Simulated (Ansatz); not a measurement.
# C2H4OS: up Jacob's ladder to CCSD(T)

Aim: compute C2H4OS with functionals from several rungs and with coupled cluster. The yardstick is the atomisation energy at the CCSD(T) limit.

Computed with Ansatz 0.2.0, Gaussian basis. Level: functionals in def2-TZVPP, the program's frozen cores in correlated methods.

Levels to be run: LDA (SPW92), PBE-D4, revPBE-D4, BLYP-D4, r2SCAN-D4, B97M-V, PBE0-D4, B3LYP-D4, r2SCANh-D4, r2SCAN0-D4, HSE06-D4, BHLYP-D4, CAM-B3LYP-D4, LC-ωPBE, ωB97X-V, ωB97M-V, B2PLYP, PBE-QIDH; CCSD(T)/def2-SVP; CCSD(T)/def2-TZVPP; MP2/def2-QZVPP; extrapolation to the limit; RPA on PBE.

**1. The geometry**

The geometry comes from an earlier relaxation with PBE0-D4 in a triple-zeta def2 set; it is a stationary point, not always the lowest conformer.

SMILES `O=CCS`, 8 atoms, charge 0, spin multiplicity 1.

Atoms are counted from 1 here; the program's logs count them from 0.

Bond lengths: O1–C2 1.198 Å, C2–C3 1.501 Å, C2–H5 1.110 Å, C3–S4 1.800 Å, C3–H6 1.096 Å, C3–H7 1.096 Å, S4–H8 1.347 Å. Angles: O1–C2–C3 125.6°, O1–C2–H5 120.8°, C3–C2–H5 113.6°, C2–C3–S4 114.6°, C2–C3–H6 106.9°, C2–C3–H7 107.1°, S4–C3–H6 110.8°, S4–C3–H7 110.7°, H6–C3–H7 106.2°, C3–S4–H8 93.7°.

**2. LDA**

This LDA is Slater exchange with PW92 correlation.

Contents of in.yaml:

```yaml
crystal:
  periodic: [false, false, false]
  atoms:
    - {symbol: O, position_ang: [-1.432153, 0.260819, -0.927338]}
    - {symbol: C, position_ang: [-0.380359, 0.698219, -0.556700]}
    - {symbol: C, position_ang: [0.603332, -0.018304, 0.322521]}
    - {symbol: S, position_ang: [0.087270, -1.662722, 0.840955]}
    - {symbol: H, position_ang: [-0.049533, 1.713521, -0.858012]}
    - {symbol: H, position_ang: [1.550270, -0.062603, -0.227777]}
    - {symbol: H, position_ang: [0.785601, 0.623025, 1.192152]}
    - {symbol: H, position_ang: [-1.072228, -1.609056, 0.158298]}
basis:
  gaussian: {orbitals: def2-TZVPP}
hamiltonian: {xc: lda}
output: {orbitals: {seedname: orbitals}}
```

Started as:

```bash
ansatz run in.yaml --threads 2 --pin off --events-out ev --progress --plain --max-ram 4352MiB
```

The runs that follow: PBE-D4 (GGA); revPBE-D4 (GGA); BLYP-D4 (GGA); r2SCAN-D4 (meta-GGA); B97M-V (meta-GGA); B3LYP-D4 (hybrid); r2SCANh-D4 (hybrid); r2SCAN0-D4 (hybrid); HSE06-D4 (hybrid); BHLYP-D4 (hybrid); CAM-B3LYP-D4 (range-separated); LC-ωPBE (range-separated); ωB97X-V (range-separated); ωB97M-V (range-separated); B2PLYP (double hybrid); PBE-QIDH (double hybrid); CCSD(T) in def2-SVP; CCSD(T) in def2-TZVPP; MP2 in def2-QZVPP; RPA on PBE orbitals.

Q: Predict the results of all the runs planned. Wanted: atomisation energy, CCSD(T)/CBS; farthest beyond LDA; mean size of error, GGA; mean size of error, meta-GGA; mean size of error, hybrid; mean size of error, range-separated; mean size of error, double hybrid; gap, smallest and largest; T1 diagnostic.

The runs gave:

```
                               quantity                                                 value
        atomisation energy, CCSD(T)/CBS                                        732.2 kcal/mol
functionals within 3.7 kcal/mol (0.5 %)  B3LYP-D4, r2SCANh-D4, CAM-B3LYP-D4, LC-ωPBE, ωB97X-V
                    farthest beyond LDA                             BHLYP-D4 (-29.9 kcal/mol)
                mean size of error, GGA                                         11.5 kcal/mol
           mean size of error, meta-GGA                                          4.1 kcal/mol
             mean size of error, hybrid                                          9.3 kcal/mol
    mean size of error, range-separated                                          2.8 kcal/mol
      mean size of error, double hybrid                                          5.8 kcal/mol
              gap, smallest and largest             3.31 eV (LDA (SPW92)), 11.26 eV (LC-ωPBE)
                          T1 diagnostic                                                0.0143
triples share of the correlation energy                                                 4.3 %
```

The LDA atomisation energy is off by 124.5 kcal/mol (17 %): it overbinds. PBE-D4 is off by +25.6 kcal/mol. Double hybrids carry the basis error of their MP2 part in triple zeta, and no dispersion term here, so their miss is partly the set-up's. Taken by rung, range-separated functionals do best (2.8 kcal/mol on average) and GGA ones worst beyond LDA (11.5 kcal/mol). The gap between the best rungs is small, so their order is not settled. Misses under about 3.7 kcal/mol are within the doubt on the reference itself, which lacks core-valence correlation, relativity and higher excitations. Hartree-Fock recovers 70 % of the binding; the rest is correlation. CCSD(T) in def2-SVP is off by -39.1 kcal/mol, worse than the median functional, from the basis alone. The gap grows from 3.3 to 11.3 eV across the functionals, mostly with the share of exact exchange.
